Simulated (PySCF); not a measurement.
## Mayer bond orders and bond lengths

Compound: C₃H₃O₃ (charge -1).
Numbering: `[CH2:1]=[C:2]([O-:3])[C:4](=[O:5])[OH:6]` (hydrogens: H7, H8 on C1; H9 on O6)

Structure used (PBE0-D3(BJ)/def2-SVP), in Å, numbered top down from 1:
```xyz
9
C3H3O3 angstrom
C     -1.317    0.637   -0.040
C     -0.658   -0.583   -0.015
O     -1.112   -1.749   -0.018
C      0.879   -0.483    0.030
O      1.640   -1.423    0.082
O      1.411    0.775    0.005
H     -0.781    1.586   -0.039
H     -2.411    0.643   -0.071
H      2.363    0.602    0.043
```

Bond orders from the PBE0/pcSseg-1 density (PySCF). Geometry: PBE0-D3(BJ)/def2-SVP, one conformer, isolated ion. The pcSseg-1 basis has no diffuse functions, a weakness for an anion.

(1) Where do the orders between heavy atoms depart from those drawn in the SMILES?

(2) Give the Mayer order of every bond between heavy atoms, beside its length.

## Answers

(1) The largest departure is 0.781, at C2–O3 (drawn single, 1.781). Drawn single, order above 1.12: C2–O3 (1.781). Drawn single, order below 0.88: C2–C4 (0.852). Drawn double or triple, more than 0.30 short of the drawn order: C1–C2 (1.505). The SMILES, with its formal charges, is one Lewis structure only.

(2) 
```csv
bond,drawn as,length (Å),Mayer order
C1–C2,double,1.387,1.505
C2–O3,single,1.251,1.781
C2–C4,single,1.541,0.852
C4–O5,double,1.211,1.908
C4–O6,single,1.366,1.056
```

Bonds between the same two heavy elements. C–C: lowest C2–C4 (0.852, 1.541 Å), highest C1–C2 (1.505, 1.387 Å). C–O: lowest C4–O6 (1.056, 1.366 Å), highest C4–O5 (1.908, 1.211 Å).

**Question.** And the bonds to hydrogen?

**Answer.** C–H: 0.95 (2 bonds); H–O: 0.95 (1 bond).

**Question.** Sum the orders of all bonds at each heavy atom with more than one neighbour and set the sums beside the valence in the SMILES.

**Answer.** C1 3.404 (drawn 4), C2 4.138 (drawn 4), C4 3.816 (drawn 4), O6 2.004 (drawn 2). Orders between atoms that aren't bonded are not in these sums.

Mayer orders depend on the basis set.
